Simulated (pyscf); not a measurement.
`[SiH3][PH][SiH3]` + `[H][H]` → `[SiH3][PH2]` + `[SiH4]` (four-centre exchange; singlet surface; P–Si, H–H broken, H–P, H–Si formed). Structures and frequencies: ωB97X-D3(BJ)/def2-SVP in PySCF. Energies in kcal/mol from the separated reactants.

| level | barrier | reaction energy |
|---|---|---|
| ωB97X-D3(BJ)/def2-TZVP | (withheld) | (withheld) |
| PBE/def2-TZVP | 52.9 | +2.1 |
| r²SCAN/def2-TZVP | (withheld) | +2.6 |
| B3LYP-D3(BJ)/def2-TZVP | 60.8 | +1.4 |
| PBE0-D3(BJ)/def2-TZVP | 57.7 | +3.1 |
| ωB97M-D3(BJ)/def2-TZVP | 64.2 | +0.5 |

Complete the blanks.


- ωB97X-D3(BJ)/def2-TZVP, barrier: 66.1
- ωB97X-D3(BJ)/def2-TZVP, reaction energy: +5.1
- r²SCAN/def2-TZVP, barrier: 57.5

The functionals in the table span 13.2 kcal/mol in this barrier, from PBE to ωB97X-D3(BJ)/def2-TZVP. This is the saddle that the search found; another between the same sides may lie lower.
